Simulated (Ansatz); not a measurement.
Ansatz (a quantum-chemistry and plane-wave program) input (B3LYP/6-31G*):

Ansatz 0.2 input:
```yaml
crystal:
  periodic: [false, false, false]
  atoms:
    - {symbol: S, position_ang: [0.00109397, 0.01791559, 1.14796231]}
    - {symbol: C, position_ang: [0.00262538, 1.30371997, -0.05311045]}
    - {symbol: C, position_ang: [-0.00256045, -1.21063351, -0.08371503]}
    - {symbol: C, position_ang: [0.00033467, 0.73583116, -1.27556111]}
    - {symbol: C, position_ang: [-0.00263640, -0.68010492, -1.34786284]}
    - {symbol: H, position_ang: [0.00503231, 2.34034888, 0.25148193]}
    - {symbol: H, position_ang: [-0.00443893, -2.25476572, 0.20221531]}
    - {symbol: H, position_ang: [-0.00467607, -1.26510872, -2.25959750]}
basis:
  gaussian:
    orbitals: 6-31G*
hamiltonian:
  xc: {name: B3LYP}
magnetization: {spin_polarized: true, initial_magnetization: 1}
phonons: {temperatures: {t_min: 298.15, t_max: 298.15, t_step: 100}}
```

Q: Which harmonic wavenumbers does it give?

A: 435, 548, 598, 630, 727, 743, 792, 858, 876, 1070, 1112, 1197, 1368, 1459, 1539, 3240, 3263, 3285 cm⁻¹ (unscaled; negative means imaginary).
